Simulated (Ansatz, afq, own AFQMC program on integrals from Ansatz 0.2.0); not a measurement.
# HBr₂, doublet: AFQMC among the cluster methods

```json
{"atom": "Br", "x (Å)": "0.0000", "y (Å)": "0.0000", "z (Å)": "-1.9253"}
{"atom": "H", "x (Å)": "0.0000", "y (Å)": "0.0000", "z (Å)": "0.0807"}
{"atom": "Br", "x (Å)": "0.0000", "y (Å)": "0.0000", "z (Å)": "1.8447"}
```

Connectivity, by distances: Br ··· Br, 1 bridging H.

Basis cc-pVTZ. Only valence electrons are correlated. Integrals, coupled cluster, full CI and functionals: Ansatz 0.2.0; the random walks run on the same integrals in our own AFQMC program. The CISD trial takes its coefficients from CCSD amplitudes. Released means that phaseless walkers are propagated on without the constraint, phases kept. Uncertainties: one standard error, sampling alone. No spin–orbit coupling.

Determinant: UHF, the one that the program's search chose, which needn't be the lowest solution. The geometry is a point of a scan.

No full CI on the walks' own integrals is used here; CCSDT(Q) serves as the reference and is uncertain by about the last step of the cluster series.

Cautions: no relativity below Rb; no spin-orbit coupling; inner d shell frozen; unrestricted determinant spin contaminated (⟨S²⟩ 0.87 against 0.75); the released energies move by 1.5 errors or more from one time to the next, so no released level is given (meV from the phaseless value at times in 1/Eh: -9 ± 4 at 0.24, -15 ± 5 at 0.51, -14 ± 7 at 0.99, -32 ± 8 at 1.50), though the last usable value meets CCSDT(Q) within the noise.

* T1 diagnostic: 0.0224
* weight of the determinant in the CISD state: 0.838
* ⟨S²⟩ of the determinant: 0.872
* size of the correlated space: 15 electrons in 72 orbitals

```csv
level,correlation energy (eV)
MP2,-8.5297
CCSD,-9.7041
CCSD(T),-10.0684
```

Q: Estimate where phaseless AFQMC with a CISD trial lies against CCSD(T) on the same integrals.

A: 0.89 ± 0.16 mEh below CCSD(T).

Reference: CCSDT(Q), correlation energy -10.124 eV.

| level | E − E(reference) (mEh) | share of correlation (%) |
| --- | --- | --- |
| CCSD(T) | 2.04 | 99.45 |
| CCSDT | 0.61 | 99.83 |
| ph-AFQMC/CISD | 1.16 ± 0.16 | 99.69 |

A walk keeps the symmetry of its determinant, which the program's search chose and which needn't be the lowest solution, so a lower state of the same spin and another symmetry isn't excluded.
